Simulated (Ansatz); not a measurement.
in.yaml

```yaml
crystal:
  periodic: [false, false, false]
  atoms:
    - {symbol: Si, position_ang: [0.000000, 0.000000, 0.489694]}
    - {symbol: O, position_ang: [0.000000, 0.000000, -1.026105]}
    - {symbol: H, position_ang: [0.000000, 1.230909, 1.321383]}
    - {symbol: H, position_ang: [0.000000, -1.230909, 1.321383]}
basis:
  gaussian: {orbitals: cc-pVDZ}
total_charge: 1
magnetization: {spin_polarized: true, initial_magnetization: 1}
hamiltonian: {xc: {name: r2SCAN}}
correlation: {method: bccd_t, electrons: outside_noble_gas}
```

```sh
$ ansatz run in.yaml --threads 1 --pin off --events-out ev --progress --plain --max-ram 2393MiB
```

Q: Roughly how long does this take on 1 thread of Intel Xeon Platinum 8259CL, shared host, and how much host memory?

A: 3.9 s wall and 0.16 GiB.

```
397 factors; integrals over basis functions are off by at most 1.2e-3 eV
mean field evaluation 1: about -9918.0790 eV, gradient 7.5e1 eV
mean field evaluation 2: about -9918.0724 eV, gradient 7.5e1 eV
mean field evaluation 4: about -9938.3367 eV, gradient 2.3e1 eV
mean field evaluation 8: about -9943.9801 eV, gradient 2.6e-1 eV
mean field evaluation 16: about -9943.9735 eV, gradient 2.4e-4 eV
mean field evaluation 32: about -9884.9678 eV, gradient 3.9e1 eV
mean field -9943.97350112 eV, -365.4342858988 hartree, gradient 3.9e-6 eV, S^2 0.761579; 2 other end points of the search recorded, 0 dependent functions left out
6 core orbitals not correlated: weight in the atoms' cores, before any rotation towards them, 1.000 or more for the frozen orbitals, at most 0.000 for the correlated occupied ones
reference -9920.30159755 eV, -364.5643594880 hartree; 6, 5 occupied and 30, 31 virtual orbitals, 397 factors
second order -6.98779902 eV of doubles, -0.45399846 eV of singles
cycle   1  -7.26039733 eV  change    1.9e-1 eV  update   9.9e-2
cycle   2  -7.53831896 eV  change   -2.8e-1 eV  update   4.5e-2
cycle   3  -7.63827112 eV  change   -1.0e-1 eV  update   1.3e-2
cycle   4  -7.64565385 eV  change   -7.4e-3 eV  update   6.4e-3
cycle   5  -7.64718744 eV  change   -1.5e-3 eV  update   4.2e-3
cycle   6  -7.64625178 eV  change    9.4e-4 eV  update   2.2e-3
cycle   7  -7.64696212 eV  change   -7.1e-4 eV  update   1.3e-3
cycle   8  -7.64742876 eV  change   -4.7e-4 eV  update   6.6e-4
cycle   9  -7.64735787 eV  change    7.1e-5 eV  update   2.8e-4
cycle  10  -7.64731172 eV  change    4.6e-5 eV  update   1.3e-4
cycle  11  -7.64735059 eV  change   -3.9e-5 eV  update   5.9e-5
cycle  12  -7.64731822 eV  change    3.2e-5 eV  update   2.1e-5
cycle  13  -7.64732383 eV  change   -5.6e-6 eV  update   1.0e-5
perturbative correction -0.19760492 eV, -0.0072618468 hartree
Total energy: -9928.14652629 eV, -364.8526553019 hartree
```
